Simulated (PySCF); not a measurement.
**Calculated NMR parameters of Fc1ccccc1**

```
Formula                               : C6H5F
SMILES                                : Fc1ccccc1
Point group of the computed structure : C2v
Degrees of unsaturation               : 4
Carbon signals                        : 4
Proton signals                        : 3
```

Atom-mapped SMILES (the numbers label the heavy atoms): `[F:1][c:2]1[cH:3][cH:4][cH:5][cH:6][cH:7]1`. Each H is labelled by its parent atom.

One computed conformer, averaged over atoms made equivalent by symmetry, fast rotation or ring inversion, no relativistic terms, no solvent. PBE0/pcSseg-1 with gauge-including orbitals; geometry from GFN2-xTB; PySCF 2.14.0 with density-fitted response routines.

Shifts are taken against calculated references (same method and geometry level): $^{1}$H (31.72 ppm) and $^{13}$C (186.93 ppm) vs TMS; $^{19}$F (170.95 ppm) against CFCl3.

```tsv
carbon	δC, type	δH (multiplicity)	HMBC from (2–3 bonds)	span of the C tensor (ppm)
C2	173.1, C	–	H(C4)/H(C6), H(C3)/H(C7)	159
C3/C7	121.4, CH	7.37 (m)	H(C4)/H(C6), H(C5), H(C3)/H(C7)	190
C4/C6	135.7, CH	7.66 (m)	H(C4)/H(C6), H(C5), H(C3)/H(C7)	234
C5	128.9, CH	7.39 (t)	H(C4)/H(C6), H(C3)/H(C7)	231
```

Other nuclei:
```tsv
atoms	nucleus	environment	δ (ppm)	σ (ppm)
F1	$^{19}$F	aryl fluorine	-114.1	285.0
```

1. Carbon types of the structure: 1 × C, 5 × CH, which accounts for all hydrogens.
2. δC 173.1: aromatic carbon bearing fluorine; the electronegative substituent deshields the carbon that carries it.
3. δC 135.7, 128.9, 121.4: aromatic CH.
4. δH 7.66, 7.39, 7.37: hydrogen on an aromatic CH; it sits in the deshielding region of the aromatic ring current.

Splittings by $^{19}$F in the carbon and heteronuclear signals aren't shown, as no couplings were computed. Shifts are as computed. Against solution values, carbons near 30 ppm lie about +3 ppm off and those near 130 ppm about +5 ppm. Of 246 compounds with measured shifts, 49 miss one by over three times the rms of a fit or turn the order of signals round; such compounds aren't used in these exercises. Unscaled 19F shifts against computed CFCl3 carry errors that often reach 10 to 50 ppm. No couplings were computed; multiplicities are counted from neighbouring protons, with m where these are inequivalent, close in shift, in a saturated or five-membered ring or joined by F or P, and br s for small geminal =CH2 splittings.
